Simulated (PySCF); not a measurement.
Species: C5H9F.
Cartesian coordinates in Å at the PBE0-D3(BJ)/def2-SVP level; atoms count from 1:
```
atom  x, y, z in Å
C1     1.8317   -0.8400   -0.0481
C2     0.6691   -0.1892    0.6857
C3    -0.6321   -0.2945   -0.0684
C4    -0.9720    0.6723   -1.1840
C5    -1.7146    0.7077    0.1055
F6    -3.0007    0.2723    0.1131
H7     2.7715   -0.7459    0.5168
H8     1.6463   -1.9134   -0.2121
H9     1.9835   -0.3782   -1.0364
H10    0.8946    0.8761    0.8677
H11    0.5473   -0.6474    1.6825
H12   -0.9989   -1.3147   -0.2310
H13   -1.5135    0.2743   -2.0457
H14   -0.2768    1.4868   -1.4087
H15   -1.5651    1.5469    0.7947
```

Computed, not measured: TDDFT wB97X-D/def2-SVPD, vertical, gas phase, core orbitals frozen in the response in PySCF.

Ground-to-excited transition dipoles (e·a0, same axes as the geometry; the sign carries no meaning), for the states with f of 0.002 or more among the lowest 6:

```json
{"state": "S1", "E (eV)": "8.174", "μx": "-0.007", "μy": "-0.104", "μz": "-0.065"}
{"state": "S2", "E (eV)": "8.401", "μx": "-0.124", "μy": "0.167", "μz": "-0.170"}
{"state": "S3", "E (eV)": "8.484", "μx": "-0.030", "μy": "0.024", "μz": "-0.304"}
{"state": "S4", "E (eV)": "8.595", "μx": "0.161", "μy": "-0.090", "μz": "-0.124"}
{"state": "S5", "E (eV)": "8.893", "μx": "0.058", "μy": "-0.049", "μz": "0.138"}
{"state": "S6", "E (eV)": "9.072", "μx": "-0.060", "μy": "-0.122", "μz": "0.083"}
```

(1) What oscillator strength does each state have?

(2) What angle do the transition dipoles of S2 and S4 make?

(3) What peak molar absorption coefficient would the strongest computed level give as a lone Gaussian band 0.4 eV wide at half height?

Answers

(1) f = (2/3) ΔE |μ|² with ΔE in hartree (27.2114 eV).

| state | \|μ\|² (au) | \|μ\| (D) | f |
| --- | --- | --- | --- |
| S1 | 0.015 | 0.31 | 0.003 |
| S2 | 0.072 | 0.68 | 0.015 |
| S3 | 0.094 | 0.78 | 0.019 |
| S4 | 0.049 | 0.56 | 0.010 |
| S5 | 0.025 | 0.40 | 0.005 |
| S6 | 0.025 | 0.40 | 0.006 |

(2) |cos θ| = |μa·μb| / (|μa| |μb|) = 0.23, so θ ≈ 76° (taken between 0 and 90°, since the signs are arbitrary).

(3) ε(max) = 2.175×10⁸ f / FWHM, with the width in cm⁻¹. S3: 2.175×10⁸ × 0.0195 / 3226 ≈ 1300 L mol⁻¹ cm⁻¹.

One conformer stands for the species.

Without π bonds the low states may be Rydberg-like; a valence basis with one diffuse set may place them up to an eV too high.
